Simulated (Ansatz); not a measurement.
Process, species as SMILES: ClF (F-Cl) → F atom + Cl atom
B3LYP-D3(BJ)/def2-TZVP geometries, fixed; electronic energies without zero-point terms.

Basis-set convergence of the bond dissociation energy at B3LYP with Ansatz (a first-principles code). All functions are spherical. The program fits the integrals of some runs and decomposes those of others, by size. Open shells are unrestricted. No added dispersion term, no relativity. Functions are those of the species that has most. Reference: the value in aug-cc-pV(5+d)Z, 61.04 kcal/mol, itself unsure by roughly 0.07 kcal/mol (its mean distance from pcseg-4, aug-pcseg-3, aug-cc-pV(Q+d)Z). Deviations are taken from unrounded values.

```csv
basis,functions
pcseg-0,22
pcseg-1,32
aug-pcseg-1,50
pcseg-2,64
aug-pcseg-2,96
pcseg-3,124
aug-pcseg-3,174
pcseg-4,206
```

Which is the smallest pcseg set listed that can be trusted to 1 kcal/mol here, that is, within that of the reference together with its larger relatives (same family, alike in diffuse functions; a set with none to test it counts only in the reference's own line)?

The smallest set listed that lies within 1 kcal/mol of the reference with all its larger relatives (same family, alike in diffuse functions; a set with none counts only in the reference's own line) is aug-pcseg-2 (96 functions, -0.57 kcal/mol off). Value minus reference: pcseg-0 -21.76, pcseg-1 -7.72, aug-pcseg-1 -5.35, pcseg-2 -1.48, aug-pcseg-2 -0.57, pcseg-3 -0.03, aug-pcseg-3 0.05, pcseg-4 0.07 kcal/mol.
